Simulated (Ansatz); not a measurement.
# HAlGa, doublet: reading a ladder of total energies

Geometry: a point of a stretch scan, not a stationary point.

| atom | x (Å) | y (Å) | z (Å) |
| --- | --- | --- | --- |
| Al | 0.0000 | 0.0000 | 2.4314 |
| Ga | 0.0000 | 0.0000 | -6.4846 |
| H | 0.0000 | 0.0000 | 4.0532 |

Basis 6-31G (Cartesian d functions); Ansatz 0.2.0. Only valence electrons are correlated (noble-gas cores and the filled d shells of p-block atoms frozen), which leaves 7 electrons in 25 orbitals. Prefix R: restricted or restricted open-shell reference. No spin–orbit coupling is included, and no scalar relativity.

Full CI is exact within this basis and frozen core; it isn't the basis-set limit.

Runs differ by some tens of microhartree through their thresholds and, for an open shell, their frozen cores, so steps under 0.03 kcal/mol mean nothing.

```json
{"level": "RHF", "total energy (hartree)": "-2165.321360"}
{"level": "RMP2", "total energy (hartree)": "-2165.368544"}
{"level": "RCCSD", "total energy (hartree)": "-2165.396301"}
{"level": "RCCSD(T)", "total energy (hartree)": "-2165.396657"}
{"level": "RCCSDT", "total energy (hartree)": "-2165.396802"}
{"level": "RCCSDT(Q)", "total energy (hartree)": "-2165.396841"}
{"level": "full CI", "total energy (hartree)": "-2165.396858"}
```

Question: What is the correlation energy at full CI, and what share of it do RMP2 and RCCSD(T) recover?

Answer: E(corr) = -2165.396858 − (-2165.321360) = -0.075498 hartree = -2.054 eV. RMP2: -0.047184 / -0.075498 = 62.50 %. RCCSD(T): -0.075297 / -0.075498 = 99.73 %.

Question: By how many kcal/mol does RCCSD(T) miss full CI (1 hartree = 627.509 kcal/mol), and which steps make up the rest?

Answer: -2165.396657 − (-2165.396858) = 0.000201 hartree = 0.13 kcal/mol. Steps: RCCSDT − RCCSD(T) = -0.09, RCCSDT(Q) − RCCSDT = -0.02, full CI − RCCSDT(Q) = -0.01 kcal/mol. That is within 1 kcal/mol of the reference in this basis, which itself misses far more of the correlation at the basis-set limit.
